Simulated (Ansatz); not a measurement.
```yaml
crystal:
  periodic: [false, false, false]
  atoms:
    - {symbol: Y, position_ang: [-0.760329, 0.139729, -0.001439]}
    - {symbol: Si, position_ang: [2.186613, -0.427942, 0.004204]}
    - {symbol: H, position_ang: [2.778646, 0.940006, 0.001572]}
    - {symbol: H, position_ang: [3.358168, -1.340550, 0.008193]}
basis:
  gaussian: {orbitals: def2-TZVP}
magnetization: {spin_polarized: true, initial_magnetization: 3}
hamiltonian: {xc: pbe0}
relax: {f_tol: 0.004, max_steps: 80}
```

```sh
$ ansatz run in.yaml --threads 1 --pin off --events-out ev --progress --plain --max-ram 2176MiB
```

Steps of the relaxation (energy above the last step; positions in Å, forces in eV/Å):

```
4
step 1, 191.2 meV
Y    -0.760    0.140   -0.001    0.878   -0.304    0.002
Si    2.187   -0.428    0.004   -1.276    0.252   -0.002
H     2.779    0.940    0.002    0.301    0.231    0.000
H     3.358   -1.341    0.008    0.097   -0.179    0.001
```

```
4
step 2, 47.1 meV
Y    -0.675    0.050   -0.001    0.178   -0.111    0.001
Si    2.132   -0.354    0.004   -0.167    0.247   -0.001
H     2.861    0.969    0.002    0.043   -0.061    0.000
H     3.245   -1.354    0.008   -0.053   -0.076    0.000
```

```
4
step 3, 16.2 meV
Y    -0.659   -0.041   -0.001    0.017   -0.046    0.003
Si    2.124   -0.265    0.004    0.058    0.152   -0.011
H     2.961    0.998    0.002   -0.014   -0.189    0.004
H     3.137   -1.381    0.008   -0.061    0.083    0.004
```

```
4
step 11, 0.0 meV
Y    -0.633   -0.132   -0.001   -0.001    0.000    0.000
Si    2.092   -0.175    0.003    0.000    0.000    0.000
H     3.071    0.971    0.001    0.000    0.001    0.000
H     3.033   -1.353    0.008    0.001   -0.001    0.000
```

Close pairs at the end: Si2–H3 1.508 Å, Si2–H4 1.508 Å, Y1–Si2 2.725 Å.

A stationary point of unrestricted PBE0 after 11 steps, with ⟨S²⟩ = 3.754 against 3.75 for a pure state; no frequencies were run, so it isn't proven a minimum. 5.2 min on 1 thread of Arm Neoverse V1, shared host.
